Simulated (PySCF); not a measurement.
What does the PBE0-D3(BJ)/def2-SVP structure of `[H]/N=C\C1CC1` look like in three dimensions?

Z-matrix in Å and degrees, rows numbered from 1:
```
N 
C   1  1.2688
C   2  1.4888  1  128.52
C   3  1.5073  2  120.35  1   -26.30
C   4  1.4864  3   60.73  2   108.02
H   1  1.0282  2  110.98  3     0.93
H   2  1.1038  1  116.74  3   179.24
H   3  1.0933  2  114.35  1  -173.04
H   4  1.0948  3  116.84  5  -109.09
H   4  1.0926  3  117.49  5   109.44
H   5  1.0944  3  116.23  4   109.03
H   5  1.0928  3  117.80  4  -109.32
```

The 4 C–C bonds span 1.486 Å (C4–C5, drawn single) to 1.513 Å (C3–C5, drawn single), a spread of 0.027 Å. Of the pairs four or more bonds apart, H6···H9 is among the closest relative to their van der Waals radii: 2.17 Å, 90 % of the sum of Bondi's values. N1 (imine nitrogen) is bent (angle 111.0°). The 3-membered ring C3–C4–C5 has internal angles of 59.0° to 60.7°.

Method used: PySCF 2.14.0, PBE0-D3(BJ)/def2-SVP geometry optimisation, gas phase.

Point group: near Cs, missed by 0.33 Å at most; the miss may be what the optimiser left on a soft mode. No PBE0-D3(BJ)/def2-SVP frequencies stand behind this structure, so it isn't proved a minimum. The numbers are those of one conformer (N1–C2–C3–C4 -26°).

The run took 52 s wall on an Arm Neoverse V2 with one thread, shared host. These figures are those of the optimisation.
